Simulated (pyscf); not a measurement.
Single points on ωB97X-D3(BJ)/def2-SVP structures (PySCF, gas phase).

Task: `[SiH3][Se][SiH3]` + `[H][H]` → `[SiH4]` + `[SiH3][SeH]`
Surface: singlet. Broken: Se–Si, H–H. Formed: H–Si, H–Se. Give ΔE‡ and ΔE from ωB97M-D3(BJ)/def2-TZVP, relative to the separated reactants.

Result: ΔE‡ = 2.39 eV, ΔE = +0.41 eV. Zero-point energy shifts the barrier by +0.09 eV. It is a four-centre exchange, with an imaginary mode of 1227i cm⁻¹. One saddle was located; it need not be the lowest between these sides. Elements up to Kr have no core potential and no relativistic terms here.
